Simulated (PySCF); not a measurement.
Species: C₃H₃F₃.
SMILES with atom numbers: `[CH3:1][C:2]([F:3])=[C:4]([F:5])[F:6]` (hydrogens: H7, H8, H9 on C1)

The calculation used TDDFT PBE0/def2-SVPD, vertical, gas phase, core orbitals frozen in the response in PySCF. Isolated species at its GFN2-xTB geometry, gas phase.

Computed states:

| state | E (eV) | f |
| --- | --- | --- |
| S1 | 6.53 | 0.0056 |
| S2 | 7.00 | 0.0016 |
| S3 | 7.65 | 0.0081 |
| S4 | 7.89 | 0.460 |
| S5 | 8.54 | 0.0016 |
| S6 | 8.95 | 0.0074 |

Broadening: Gaussians 0.25 eV wide at half height, area fixed by f = 4.319×10⁻⁹ ∫ε dν̃. The cross-section is σ = 3.8235×10⁻²¹ ε cm², given in Mb (10⁻¹⁸ cm²). The width is an assumption, not a result. The curve ends short of the highest state used, and states not computed would add to its high-energy end.

**Question.** Give the broadened spectrum and its maxima.

**Answer.** 
λ (nm), σ (Mb) and a bar:
```
    148.4       0.15 
    150.7       1.32 
    153.0      26.20 ####
    155.3     131.17 #####################
    157.6     184.85 ##############################
    160.0      78.54 #############
    162.3      14.36 ##
    164.6       2.33 
    166.9       0.36 
    169.2       0.04 
    171.5       0.07 
    173.8       0.31 
    176.2       0.64 
    178.5       0.59 
    180.8       0.29 
    183.1       0.22 
    185.4       0.73 
    187.7       1.73 
    190.0       2.31 
    192.3       1.76 
    194.7       0.77 
    197.0       0.21 
    199.3       0.04 
    201.6       0.00
```

Maxima: 190 nm (6.53 eV), ε about 600, made up of S1 (100%); 177 nm (7.00 eV), ε about 180, made up of S2 (100%); 157 nm (7.89 eV), ε about 50000, made up of S4 (100%) (ε in L mol⁻¹ cm⁻¹; maxima over ε = 5, shares over 10%). At its high-energy end, 8.35 eV, the curve is still rising (ε about 37, from S5).

**Question.** What would ε be at 7.89 eV, the highest of these maxima, with half the width (0.125 eV)?

**Answer.** About 99100 L mol⁻¹ cm⁻¹ against 49700, a factor of about 2.00; a lone state at its own centre would give exactly 2.

**Question.** On this curve, what absorbance would a 10⁻⁵ mol/L sample give at 193 nm over a 1 cm path?

**Answer.** 193 nm is 6.424 eV, where ε is about 380 L mol⁻¹ cm⁻¹, so A = ε c l ≈ 0.0038 (Beer–Lambert, with the gas-phase spectrum and the assumed width).

**Question.** Coming from long wavelengths, where does ε first pass 100 L mol⁻¹ cm⁻¹?

**Answer.** At about 196 nm (6.33 eV), 0.20 eV below S1.
